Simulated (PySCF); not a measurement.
Calculation: PBE-D3(BJ)/def2-TZVP (PySCF). All species are isolated molecules in the gas phase. 

Reference species (SMILES): `[C]#C` (neutral, multiplicity 2).

```
Property        Value
-------------  ------
dipole moment  0.97 D
```

Changed species: `CC([O])=O` (radical fragment; the reference has radical fragment).

Question: Predict the effect on the dipole moment.

Answer: the dipole moment rises by 1.71 D, to 2.68 D.
